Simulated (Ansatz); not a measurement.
**Nudged elastic band run: C$_{2}$H$_{2}$ClFS**

The input (input.yaml):

```yaml
crystal:
  periodic: [false, false, false]
  atoms:
    - { symbol: F, position_ang: [-1.300569, -0.802024, 0.770528] }
    - { symbol: C, position_ang: [-0.343871, -0.514571, -0.158287] }
    - { symbol: Cl, position_ang: [0.906785, -1.833459, -0.134865] }
    - { symbol: C, position_ang: [0.338796, 0.775129, 0.206936] }
    - { symbol: S, position_ang: [0.584075, 1.997628, -0.82541] }
    - { symbol: H, position_ang: [-0.780413, -0.5045, -1.156945] }
    - { symbol: H, position_ang: [0.656396, 0.813798, 1.252343] }
basis:
  gaussian: { orbitals: "6-31G*" }
hamiltonian:
  xc: b3lyp
neb:
  order_check: false
  images: 9
  f_tol: 0.2
  max_iterations: 46
  initial_path: idpp
  final_atoms:
    - { symbol: F, position_ang: [-1.56790496, -0.47409299, 0.38977126] }
    - { symbol: C, position_ang: [-0.33482238, -0.52186075, -0.15377891] }
    - { symbol: Cl, position_ang: [0.63468996, -1.84054604, 0.65786226] }
    - { symbol: C, position_ang: [0.4312598, 0.76706408, -0.00360249] }
    - { symbol: S, position_ang: [-0.11966848, 2.10191773, 0.7236035] }
    - { symbol: H, position_ang: [-0.4083427, -0.82067181, -1.20473397] }
    - { symbol: H, position_ang: [1.42598776, 0.72019077, -0.45482164] }
```

Command:

```bash
$ ansatz run input.yaml --threads 1 --pin off --max-ram 2048MiB --backend cpu --events-out ev --progress --plain --runs-dir out
```

Output, in part (warnings, iteration lines, the closing report on the highest movable image, with atoms numbered from 0):

```
NEB end point (image 0): max|allowed force component| = 2.502e-3 eV/Å (the criterion of neb.relax_end_points is 4.000e-2)
NEB end point (image 10): max|allowed force component| = 8.020e-3 eV/Å (the criterion of neb.relax_end_points is 4.000e-2)
NEB iter   1: max|band force component| = 2.193e0 eV/Å  barrier→ = 0.4166 eV  barrier← = 0.3808 eV  Δτ_max = 0.1080 Å  (293 SCF iters)
NEB iter   2: max|band force component| = 8.169e-1 eV/Å  barrier→ = 0.2128 eV  barrier← = 0.1770 eV  Δτ_max = 0.2000 Å  (287 SCF iters)
NEB iter   3: max|band force component| = 1.943e0 eV/Å  barrier→ = 0.2867 eV  barrier← = 0.2509 eV  Δτ_max = 0.0995 Å  (281 SCF iters)
NEB iter   4: max|band force component| = 4.600e-1 eV/Å  barrier→ = 0.1473 eV  barrier← = 0.1115 eV  CI = image 5  Δτ_max = 0.0513 Å  (285 SCF iters)
NEB iter   5: max|band force component| = 1.003e-1 eV/Å  barrier→ = 0.1378 eV  barrier← = 0.1020 eV  CI = image 5  Δτ_max = 0.0000 Å  (544 SCF iters)
Total energy: -28180.06357835 eV, -1035.5982353711 hartree
Atom 0 at    -1.534761    -0.548242     0.369478 Å, force    -0.010467     0.005132    -0.001821 eV/Å
Atom 1 at    -0.294274    -0.531424    -0.191667 Å, force     0.055332    -0.020063     0.042355 eV/Å
Atom 2 at     0.645523    -1.960627     0.409521 Å, force    -0.017253    -0.000658    -0.022642 eV/Å
Atom 3 at     0.426406     0.761220     0.166610 Å, force     0.008793     0.090793    -0.030876 eV/Å
Atom 4 at    -0.139832     2.213204    -0.268702 Å, force    -0.015205    -0.049145    -0.010967 eV/Å
Atom 5 at    -0.390023    -0.656294    -1.272588 Å, force    -0.006764     0.017179     0.008318 eV/Å
Atom 6 at     1.348159     0.654165     0.741650 Å, force    -0.014436    -0.043238     0.015633 eV/Å
Dipole moment:     0.191534     0.020932    -0.153734 e Å
```

It converged. The threshold of 0.2 eV/Å is loose, so the images may lie well off the minimum-energy path. Another band between the same ends (9 images) ends at a top of the same energy, where a vibrational analysis finds 1 clearly imaginary mode.

Final band (atoms are numbered from 1 in the order of the input):

```
image  path coordinate (Å)  energy (eV)  dihedral H6–C2–C4–H7 (°)
    0                 0.00        0.000                       172
    1                 0.32        0.013                      -175
    2                 0.64        0.044                      -163
    3                 0.97        0.084                      -150
    4                 1.29        0.119                      -136
    5                 1.62        0.138                      -120
    6                 1.91        0.132                      -107
    7                 2.20        0.108                       -93
    8                 2.49        0.076                       -80
    9                 2.79        0.047                       -68
   10                 3.08        0.036                       -56
```

The run took 3.6 min on 1 thread of Arm Neoverse V1, with other jobs on the host, peak memory 0.18 GiB.
